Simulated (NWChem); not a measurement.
# Si2H6 (disilane) at SVWN5/STO-3G

What is the vertical ionisation energy of Si2H6 (disilane) at SVWN5/STO-3G? 

The calculation is run with NWChem 7.3.0.

## Step 1: Starting point

Si2H6: 8 atoms, total charge 0, spin state singlet. SMILES: `[SiH3][SiH3]`. Geometry: relaxed at PBE0-D4/def2-TZVP.

Bond lengths: Si1–Si2 2.338 Å, Si1–H3 1.488 Å, Si1–H4 1.488 Å, Si1–H5 1.488 Å, Si2–H6 1.488 Å, Si2–H7 1.488 Å, Si2–H8 1.488 Å. Some angles: Si1–Si2–H6 110.3°, Si1–Si2–H7 110.3°, Si1–Si2–H8 110.3°, Si2–Si1–H3 110.3°, Si2–Si1–H4 110.3°, Si2–Si1–H5 110.3°, H6–Si2–H7 108.7°, H6–Si2–H8 108.7°, H7–Si2–H8 108.7°, H3–Si1–H4 108.7°.

## Step 2: A single-point energy at SVWN5/STO-3G

h6si2.xyz

```xyz
8

Si    -0.340500     0.490200    -1.004900
Si     0.363500    -0.504400     0.991000
H      0.833900     0.948200    -1.794900
H     -1.112900    -0.483900    -1.821900
H     -1.208000     1.664100    -0.717900
H      1.139000     0.468600     1.806300
H      1.228100    -1.680500     0.704000
H     -0.811000    -0.959200     1.782600
```

h6si2.nw

```
start h6si2
memory total 2200 mb

geometry units angstrom noautosym nocenter noautoz
   load format xyz h6si2.xyz
end

basis "ao basis" spherical bse
   * library STO-3G
end

dft
   xc slater vwn_5
   grid fine
   convergence energy 1e-08
   maxiter 100
   mulliken
   print low
end

task dft energy
```

The run is started by

```sh
$ nwchem h6si2.nw > h6si2.out
```

Log:

```text
[...]
 d= 0,ls=0.0,diis     1   -573.3779257160 -6.64D+02  3.89D-02  3.08D-01     0.9
[...]
 d= 0,ls=0.0,diis     6   -573.4207788742 -1.58D-09  1.56D-07  3.02D-12     2.7
         Total DFT energy =     -573.420778874216
      One electron energy =     -981.665284089019
           Coulomb energy =      359.122859614121
    Exchange-Corr. energy =      -41.651442134209
 Nuclear repulsion energy =       90.773087734890
[...]
      Total Density - Mulliken Population Analysis
     ---------------------------------------------
    Atom       Charge   Shell Charges
 -----------   ------   -------------------------------------------------------
    1 Si  14    13.74   2.00  1.98  5.87  1.35  2.55
    2 Si  14    13.74   2.00  1.98  5.87  1.35  2.55
    3 H    1     1.09   1.09
    4 H    1     1.09   1.09
    5 H    1     1.09   1.09
    6 H    1     1.09   1.09
    7 H    1     1.09   1.09
    8 H    1     1.09   1.09
[...]
```

Wall time 3.3 s (1 thread of Intel Xeon Platinum 8259CL at 2.50GHz (Skylake/Cascade Lake), shared host); peak memory 0.12 GiB.

## Step 3: The doublet cation

struct.nw

```
start struct
title "H6Si2"
memory 2200 mb
charge 1

geometry noautosym nocenter noautoz
  Si   -0.340500    0.490200   -1.004900
  Si    0.363500   -0.504400    0.991000
  H     0.833900    0.948200   -1.794900
  H    -1.112900   -0.483900   -1.821900
  H    -1.208000    1.664100   -0.717900
  H     1.139000    0.468600    1.806300
  H     1.228100   -1.680500    0.704000
  H    -0.811000   -0.959200    1.782600
end

basis spherical bse
  * library STO-3G
end

dft
  xc slater vwn_5
  mult 2
  grid fine
  convergence energy 1e-08
  iterations 100
  mulliken
  noprint "final vectors analysis"
end

task dft energy
```

The run is started by

```sh
$ nwchem struct.nw > struct.out
```

Log:

```text
[...]
          Wavefunction type:  spin polarized.
          No. of atoms     :     8
          No. of electrons :    33
[...]
          Charge           :     1
          Spin multiplicity:     2
[...]
          AO basis - number of functions:    24
[...]
              XC Information
              --------------
                        Slater Exchange Functional  1.000 local
                      VWN V Correlation Functional  1.000 local
[...]
 d= 0,ls=0.0,diis     1   -573.0641267383 -6.64D+02  8.12D-03  1.45D-01     1.0
[...]
 d= 0,ls=0.0,diis     8   -573.1015630754 -3.78D-09  1.17D-07  1.64D-12     4.3
[...]
         Total DFT energy =     -573.101563075436
      One electron energy =     -971.702968928804
           Coulomb energy =      349.038468395396
    Exchange-Corr. energy =      -41.210150276919
 Nuclear repulsion energy =       90.773087734890
[...]
      Total Density - Mulliken Population Analysis
     ---------------------------------------------
    Atom       Charge   Shell Charges
 -----------   ------   -------------------------------------------------------
    1 Si  14    13.58   2.00  1.98  5.86  1.40  2.33
    2 Si  14    13.58   2.00  1.98  5.86  1.40  2.33
    3 H    1     0.97   0.97
    4 H    1     0.97   0.97
    5 H    1     0.97   0.97
    6 H    1     0.97   0.97
    7 H    1     0.97   0.97
    8 H    1     0.97   0.97
[...]
      <S2> =      0.7501 (Exact =     0.7500)
[...]
```

Wall time 5.1 s (1 thread of Intel Xeon Platinum 8259CL at 2.50GHz (Skylake/Cascade Lake), shared host); peak memory 0.12 GiB.

## Step 4: Summary of results

At SVWN5/STO-3G:

| quantity | value |
| --- | --- |
| singlet Si2H6: total energy | -573.42078 Eh |
| doublet cation: total energy | -573.10156 Eh |
| doublet cation: ⟨S²⟩ | 0.750 |
| vertical ionisation energy (to the doublet cation) | 8.686 eV |

The vertical ionisation energy comes to 8.69 eV (838 kJ/mol). In a minimal basis such a difference can be off by several eV, whatever the method. Mulliken charges (doublet cation) run from +0.03 on H3 to +0.42 on Si1; they depend strongly on the basis.
